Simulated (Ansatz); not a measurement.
Mulliken charges of `NC1=CSC1` from PBE/def2-TZVPP in Ansatz (PBE0-D4/def2-TZVP geometry).

```csv
atom,x (Å),y (Å),z (Å),charge (e)
N1,-1.519,0.064,-0.323,-0.276
C2,-0.200,-0.146,0.025,0.064
C3,0.460,-1.138,0.639,-0.162
S4,2.099,-0.487,0.405,-0.110
C5,0.952,0.723,-0.374,-0.124
H6,-2.176,-0.541,0.146,0.161
H7,-1.814,1.028,-0.279,0.160
H8,0.170,-2.065,1.112,0.085
H9,1.000,1.703,0.102,0.099
H10,1.111,0.808,-1.450,0.103
```

Problem. By hand: the dipole of these point charges (1 e Å = 4.8032 D).

Solution. Σ q r = (-0.430, 0.275, -0.077) e Å, of length 0.516 e Å = 2.48 D.

Problem. How does the dipole of the full density compare? (Estimate.)

Solution. The calculation gave: (-0.558, 0.252, 0.022) e Å, 2.94 D; the point charges give 0.84 times that, at 13° from its direction.

Point charges leave out the atoms' own dipoles, such as those of lone pairs, and Mulliken's split depends on the basis, so the two needn't agree.
